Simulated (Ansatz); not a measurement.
## From barrier to diffusion: Zn in ZnS

These are results of Ansatz 0.2.0, DFT LDA, scalar-relativistic, plane waves, PAW, not measurements. Run with 420 eV cutoff, 2×2×2 k-mesh, Gaussian smearing of 0.02 eV, no spin polarisation.

Host crystal, relaxed:

```
Zn S
1.0
     0.00000    2.64842    2.64842
     2.64842    0.00000    2.64842
     2.64842    2.64842    0.00000
Zn S
1 1
Direct
  0.00000 0.00000 0.00000
  0.75000 0.75000 0.75000
```

In a supercell of 16 host sites with charge -2, Zn trades places with a neighbouring Zn vacancy, moving 3.75 Å. Climbing-image nudged elastic band at fixed cell; the order of the saddle wasn't checked, and the small cell leaves errors of about a tenth of an eV.

| image | path (Å) | E − E(0) (eV) |
| --- | --- | --- |
| 0 | 0.00 | 0.000 |
| 1 | 1.17 | 0.739 |
| 2 | 2.34 | 1.519 |
| 3 | 3.51 | 0.739 |
| 4 | 4.69 | 0.000 |

What are the barriers forward and back, and what attempt frequency does the shape suggest?

Forward 1.52 eV, back 1.52 eV, the ends being level. For a sinusoidal profile E_b sin²(πx/l), with the Zn atom alone moving, ν = (1/l)√(E_b/2m) = 2.8×10¹² s⁻¹, within an order of magnitude of the customary 10¹³ s⁻¹; a true prefactor needs the vibrations at the minimum and at the saddle.

With ν = 10¹³ s⁻¹, how often does the exchange happen at 300, 600 and 1000 K once atom and vacancy are neighbours, taking the host as solid throughout? Does that give the diffusivity?

k = ν exp(−E_b/k_BT):
| T (K) | k (1/s) | wait (s) |
| --- | --- | --- |
| 300 | 3.0×10⁻¹³ | 3.3×10¹² |
| 600 | 1.7 | 0.57 |
| 1000 | 2.2×10⁵ | 4.5×10⁻⁶ |

No. The atom can jump only when a vacancy is beside it, so where vacancies are thermal the activation energy of diffusion adds the vacancy's formation energy; where doping, quenching or off-stoichiometry fixes their number, it doesn't. And repeated exchanges only swap the two back and forth: Zn gets on when the vacancy moves round it by other jumps, which the correlation factor counts. An error of 0.1 eV in the barrier changes k by a factor of 48 at 300 K and 3.2 at 1000 K.

Cost: 1 run of about 7.5 core-minutes, on Arm Neoverse V1 (shared hosts).